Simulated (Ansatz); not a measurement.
## How far each method lies from full CI for GaH, singlet

Geometry: that of the GaH⁻, doublet, kept fixed.

```yaml
atoms:
  - { symbol: Ga, position_ang: [0.0000, 0.0000, 0.0000] }
  - { symbol: H, position_ang: [0.0000, 0.0000, 1.7244] }
```

Basis aug-cc-pVDZ; Ansatz 0.2.0. Only valence electrons are correlated (noble-gas cores and the filled d shells of p-block atoms frozen), which leaves 4 electrons in 31 orbitals. R marks a restricted (for open shells ROHF) determinant. Active spaces: valence = (4e, 5o) chosen from the atoms' valence shells. No spin–orbit coupling is included, and no scalar relativity.

Full CI is exact within this basis and frozen core; it isn't the basis-set limit.

- UHF ⟨S²⟩: 0.000
- T1 diagnostic (RCCSD): 0.0120
- largest doubles amplitude (RCCSD): 0.046

| level | E − E(full CI) (kcal/mol) | share of correlation (%) | wall time |
| --- | --- | --- | --- |
| RHF | 46.89 | 0.00 | – |
| RMP2 | 13.95 | 70.26 | – |
| CISD | 2.14 | 95.44 | 0.87 s |
| RCCSD | 0.89 | 98.11 | – |
| RCCSD(T) | 0.24 | 99.49 | 0.84 s |
| BCCD(T) | 0.24 | 99.49 | 0.9 s |
| RCCSDT | 0.03 | 99.94 | – |
| RCCSDT(Q) | 0.01 | 99.99 | 1.4 s |
| CASSCF (valence space) | 20.02 | 57.31 | – |
| NEVPT2 (valence space) | 7.37 | 84.28 | 1.3 s |
| MRCISD (valence space) | 0.56 | 98.81 | – |
| MRCISD+Q (valence space) | 0.07 | 99.85 | 1.5 s |
| MRCISD+Q(relaxed) (valence space) | -0.40 | 100.85 | 1.6 s |

The correlation energy at full CI, counted from RHF, is -2.033 eV. That run took 1.4 s on 1 thread of Arm Neoverse V2, shared host over 56,467 determinants.

Times hold each run's SCF and search for its determinant on a shared host, so for small cases they say little of a method's own cost; they ran on 1 thread of Arm Neoverse V2.

Not variational, and here over 5 meV under the exact energy: MRCISD+Q(relaxed) (valence space).

The full-CI state has the irrep A1 of C2v, in the program's axes (one component, if the state is degenerate).

Natural occupations of full CI about the gap: 1.947 1.889 0.045 0.045 0.034 0.009 0.009 0.008 0.005 0.003; effectively unpaired electrons, Σ n²(2−n)², 0.08.
